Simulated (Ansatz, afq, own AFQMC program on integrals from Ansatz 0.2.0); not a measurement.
## Al2H, doublet → Al2H, quartet

```tsv
atom	x (Å)	y (Å)	z (Å)
Al	0.0000	0.0000	0.3526
Al	0.0000	0.0000	-2.3244
H	0.0000	0.0000	1.9718
```

Connectivity, by distances: AlH–Al.

E(quartet, charge +0) − E(doublet, charge +0) at this geometry, on UHF and UHF determinants.

Basis aug-cc-pVDZ. Only valence electrons are correlated. AFQMC by an in-house program on the Cholesky factors that Ansatz 0.2.0 writes for its CCSD(T) run. ph-AFQMC/CISD is guided by a CISD state made of CCSD amplitudes; releasing the constraint for a short imaginary time cuts its bias at the price of noise, slowly where states lie close. Error bars are statistical, one sigma. The errors of all members are added in quadrature.

No full CI on the walks' own integrals is used here; CCSDT(Q) serves as the reference and is uncertain by about the last step of the cluster series. Each member takes its own surest rung, up to full CI.

Errors are counted within aug-cc-pVDZ, not against nature.

Cautions: Al₂H (doublet): an unrestricted solution with more broken spin lies lower, the released energies are still falling, so no released level is given (meV from the phaseless value at times in 1/Eh: -2 ± 4 at 0.24, -3 ± 4 at 0.51, -7 ± 3 at 0.99, -11 ± 3 at 1.62, -16 ± 3 at 2.40), though the last usable value meets CCSDT(Q) within the noise, its ph-AFQMC/CISD value lies 16 ± 4 meV above CCSDT(Q); Al₂H (quartet): another spin lies lower, released walk and highest rung disagree (by 15 meV at 2.40 1/Eh), its ph-AFQMC/CISD value lies 42 ± 4 meV above CCSDT(Q); core correlation is missing, and it shifts such a gap most where an s electron is promoted.

Reference (CCSDT(Q)): 79.6 kJ/mol.

```json
{"level": "HF", "vertical spin gap (kJ/mol)": "55.4", "error against CCSDT(Q) (kJ/mol)": "-24.1"}
{"level": "MP2", "vertical spin gap (kJ/mol)": "70.1", "error against CCSDT(Q) (kJ/mol)": "-9.5"}
{"level": "CCSD", "vertical spin gap (kJ/mol)": "84.9", "error against CCSDT(Q) (kJ/mol)": "5.4"}
{"level": "CCSD(T)", "vertical spin gap (kJ/mol)": "81.2", "error against CCSDT(Q) (kJ/mol)": "1.6"}
{"level": "CCSDT", "vertical spin gap (kJ/mol)": "80.2", "error against CCSDT(Q) (kJ/mol)": "0.6"}
{"level": "ph-AFQMC/CISD", "vertical spin gap (kJ/mol)": "82.0 ± 0.6", "error against CCSDT(Q) (kJ/mol)": "2.5 ± 0.6"}
```

Correlation beyond CCSD(T) takes off 1.6 kJ/mol. The perturbative (T) step is worth −3.8 kJ/mol.

A walk keeps the symmetry of its determinant, which the program's search chose and which needn't be the lowest solution, so a lower state of the same spin and another symmetry isn't excluded.
